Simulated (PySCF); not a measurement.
# H2ClF2−, an ion with solvent molecules: interaction energy

An exercise on one series of results from a longer session: the logs are not shown, and one member is left open.

Programs: PySCF 2.14.0. All values are calculated, for the isolated system unless a continuum is named. Atoms count from 0, parts from 1.

## The system as given

5 atoms, charge -1, multiplicity 1; geometry: GFN2-xTB. Parts: 1 = atoms 0–2, `F[H-]F`, charge -1; 2 = atoms 3–4, `Cl`, charge 0. In the given geometry H4 is shared between Cl3 (1.61 Å) and F2 (1.09 Å), so values for the parts refer to these atom groups.

Set-up of the first run:

What the job is given:

```
{"job": {"xc": "PBE0", "basis": "def2-SVPD", "d3": "d3bj", "grid": 2, "kind": "geom", "shake": 0.01}, "charge": -1, "multiplicity": 1, "parts": [{"atoms": "0-2", "charge": -1, "multiplicity": 1}, {"atoms": "3-4", "charge": 0, "multiplicity": 1}]}
F     -1.021809     0.016719    -1.069652
H     -0.479863     0.045010    -0.294501
F      0.422222     0.049311     0.907242
Cl     0.745955     0.473071     3.554748
H      0.551463     0.215425     1.978274
```

On the command line:

```sh
> OMP_NUM_THREADS=1 python cluster_run.py task.json out
```

The driver reads the jobs from task.json and runs them one after another.

Among the steps run: Optimising the geometry at PBE0-D3(BJ)/def2-SVPD; Coupled-cluster interaction energy: CCSD(T) and MP2.

One table of the session follows, with a row left open; its other results are not shown here.

It belongs to the step «Coupled-cluster interaction energy: CCSD(T) and MP2». 

| method | interaction energy (kcal/mol) |
| --- | --- |
| HF/aug-cc-pVDZ | -78.23 |
| MP2/aug-cc-pVDZ | ? |
| CCSD/aug-cc-pVDZ | -68.69 |
| CCSD(T)/aug-cc-pVDZ | -67.75 |
| HF/aug-cc-pVTZ | -79.78 |
| MP2/aug-cc-pVTZ | -74.47 |
| SCS-MP2/aug-cc-pVTZ | -72.12 |
| MP2, extrapolated | -75.22 |
| CCSD(T), limit estimate | -71.83 |

Q: Estimate the row for MP2/aug-cc-pVDZ from the others.

**Answer.** interaction energy (kcal/mol): -71.13. In the column «interaction energy (kcal/mol)» it lies between CCSD(T), limit estimate (-71.83) and CCSD/aug-cc-pVDZ (-68.69).

At this geometry H4 is shared between Cl3 (1.71 Å) and F2 (1.04 Å): a shared proton, so the energy depends on which part it is counted to.

To keep in mind: The interaction energy leaves out the deformation of the parts, 41.16 kcal/mol at MP2. So large a deformation means that a part is far from its own minimum, so a sum across the two methods would be rough.
